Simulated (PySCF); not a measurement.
**HCl⁺: mean field, correlation and small terms against distance**

State: ²Π, doublet, unpaired electrons π ↑. ROHF-based CCSD(T) in PySCF 2.14 with H aug-cc-pVTZ, Cl aug-cc-pV(T+d)Z and H aug-cc-pVQZ, Cl aug-cc-pV(Q+d)Z (frozen core orbitals: 5; no relativity). Correlation energies are extrapolated as n⁻³ (n = 3, 4), Hartree–Fock as (n+1)·exp(−9√n). CV is the change on freezing 1 orbitals instead, in H cc-pVTZ, Cl cc-pwCVTZ. SR is the spin-free X2C energy in H cc-pVTZ-DK, Cl cc-pVTZ-DK less the non-relativistic one in H cc-pVTZ, Cl cc-pVTZ. All energies in eV from H + Cl⁺.

| R (Å) | HF/CBS | CCSD corr. | (T) | CV | SR | total |
| --- | --- | --- | --- | --- | --- | --- |
| 1.1685 | -3.281 | -1.131 | -0.0407 | -0.0163 | 0.0103 | -4.459 |
| 1.2216 | -3.502 | -1.146 | -0.0439 | -0.0138 | 0.0111 | -4.694 |
| 1.2748 | -3.597 | -1.163 | -0.0472 | -0.0117 | 0.0116 | -4.807 |
| 1.3279 | -3.598 | -1.181 | -0.0507 | -0.0100 | 0.0117 | -4.828 |
| 1.3810 | -3.528 | -1.201 | -0.0545 | -0.0087 | 0.0117 | -4.780 |
| 1.4474 | -3.370 | -1.227 | -0.0594 | -0.0074 | 0.0115 | -4.652 |
| 1.5138 | -3.158 | -1.253 | -0.0645 | -0.0064 | 0.0112 | -4.471 |

A fit to the total gives Re = 1.3152 Å, De = 4.830 eV, ωe = 2679.1 cm⁻¹, Be = 9.949 cm⁻¹ (masses 1.0078 and 34.9689 u).

Q: At R = 1.3279 Å the CCSD correlation energy is -0.195505 hartree in the smaller basis and -0.207629 in the larger. Extrapolate it.

A: (4³·E4 − 3³·E3)/(4³ − 3³) = -0.21648 hartree; the larger basis holds 95.9 % of it.

The T1 diagnostic is 0.015. The state was picked by a PBE0 search and need not be the measured ground state. Spin–orbit coupling, excitations beyond (T) and corrections to the Born–Oppenheimer picture are left out.
